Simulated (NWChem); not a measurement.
System: chloromethane (CH3Cl); SMILES CCl

```xyz
5

C      0.0000     0.0000    -1.1109
Cl     0.0000     0.0000     0.6644
H      0.7330     0.7330    -1.4701
H      0.2683    -1.0013    -1.4701
H     -1.0013     0.2683    -1.4701
```
Atoms are numbered in this order, from 1.

Level: PBE0/def2-SVP (NWChem); excitation at 532 nm, off resonance, unscaled harmonic frequencies. Coordinates come from a PBE0/def2-SVP optimisation.

### Question
Give the Raman lines with relative activities.

### Answer
```csv
wavenumber (cm⁻¹),relative intensity
765,9.0
1018,8.5
1365,2.4
1456,23
3084,100
3207,98
```
